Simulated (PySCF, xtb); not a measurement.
ammonia (H3N), SMILES N.

GFN2-xTB (xtb 6.7.1) at its own geometry gives an orbital gap of 12.23 eV and a dipole moment of 1.78 D.

The structure is a stationary point at PBE0-D3(BJ)/def2-TZVPD.

Problem. What does PySCF with M06-2X/def2-TZVPD give? (An estimate is asked for; the answer gives what the named calculation found.)

Solution. gap 9.89 eV (levels -9.28 and 0.62 eV), dipole 1.53 D.
